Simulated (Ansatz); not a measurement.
bcc Ta, treated with PBEsol+SOC in Ansatz (PAW).

The input as run:

Ansatz 0.2 input:
```yaml
crystal:
  lattice:
    - [-1.6402112702, 1.6402112702, 1.6402112702]
    - [1.6402112702, -1.6402112702, 1.6402112702]
    - [1.6402112702, 1.6402112702, -1.6402112702]
  atoms:
    - { symbol: Ta, position: [0.0, 0.0, 0.0] }
basis:
  ecutwfc: 520
  ecutrho_ratio: 4
  xc_grid: 2
kpoints:
  mp_grid: { grid: [24, 24, 24] }
hamiltonian:
  xc: pbesol
  dispersion: none
  pseudopotentials: { kind: paw }
scf:
  occupations: { method: fermi_dirac, width: 0.05 }
  convergence: { dr2_threshold: 0.0000000001 }
output:
  forces: false
  stress: true
  eigenvalues: true
magnetization:
  noncollinear: true
  spin_orbit: true
```

From the output:

```
Crystal: 1 atoms, lattice volume = 17.651 Å³
Basis set: ecut = 520 eV, 459 PW (Γ), exchange–correlation on 48×48×48 points (8 copies of the dense FFT grid, shifted against one another)
Bands: 22, of which v1, the nominal top of the filled ones, is band 13 counted from 1 (12 counted from 0)
Symmetry: 48 space group operations + 48 with time reversal
k-points: 413 of 13824
Initial density: superposition of atomic densities (chi_scale 0.1, normalization cell)
Functional: x = pbesol(κ = 0.804, μ = 0.12345679012345678), c = pbesol(β = 0.046)
SCF 1 converged in 8 iterations: F = -9828.617934 eV  dr2 = 3.22e-13
SCF converged after 8 iterations
Free energy (F): -9828.617934 eV
Internal energy: -9828.607327 eV  (E = F + TS)
E sigma→0 (E₀):  -9828.612631 eV
Fermi energy:    18.862573 eV
--- Stress (GPa, compression-positive) ---
        0.023739      -0.000000       0.000000
       -0.000000       0.023739       0.000000
        0.000000       0.000000       0.023739
  P = ⅓ Tr σ = 0.0237 GPa (0.237 kbar)
```

The PAW data were made under PBE.

Ansatz is an electronic-structure program.
